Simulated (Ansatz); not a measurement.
# MgSiH (doublet): from Hartree-Fock to the top rungs, def2-QZVPP

One table from this session's results is given with a row withheld; the runs are named, their logs left out.

The runs use Ansatz 0.2.0, Gaussian basis; def2-QZVPP, core rule «outside noble gas», up to 10 orbitals frozen.

To be run: UHF; ROHF; CCSD(T) on UHF.

2 further runs of the same task are left out: 2 set aside as unsound or not needed.

**The system**

The geometry is a PBE0/def2-TZVP stationary point (not a proven minimum).

3 atoms, charge 0, spin multiplicity 2.

Atoms are counted from 1 here; the program's logs count them from 0.

Bond lengths: Si1–Mg2 2.611 Å, Mg2–H3 1.710 Å. Angles: Si1–Mg2–H3 180.0°.

The first run:

in.yaml reads:

```yaml
crystal:
  periodic: [false, false, false]
  atoms:
    - {symbol: Si, position_ang: [0.000000, 0.000000, 2.310310]}
    - {symbol: Mg, position_ang: [0.000000, 0.000000, -0.300285]}
    - {symbol: H, position_ang: [0.000000, 0.000000, -2.010025]}
basis:
  gaussian: {orbitals: "def2-QZVPP.json"}
magnetization: {spin_polarized: true, initial_magnetization: 1}
hamiltonian: {xc: hf}
output: {orbitals: {seedname: orbitals}}
```

Run with:

```sh
> ansatz run in.yaml --threads 1 --pin off --events-out ev --progress --plain --max-ram 2393MiB
```

Steps of the session up to this table: UHF; ROHF; CCSD(T) on UHF.

One of the session's tables, all rows but one given; the rest of the session is left out.

| method | from UCCSD(T) (meV) |
| --- | --- |
| ROHF | +4345.6 |
| UHF | +3855.1 |
| UMP2 | ? |
| UCCSD | +148.5 |
| UCCSD(T) | 0 |

Estimate the missing values for UMP2.

**Answer.** from UCCSD(T) (meV): +1015.9. In the column «from UCCSD(T) (meV)» it lies between UCCSD (+148.5) and UHF (+3855.1).

Caveats from the session: The determinant is far from a pure spin state, so its energy mixes those of several spin states (harmless only where they are near-degenerate, as at dissociation).
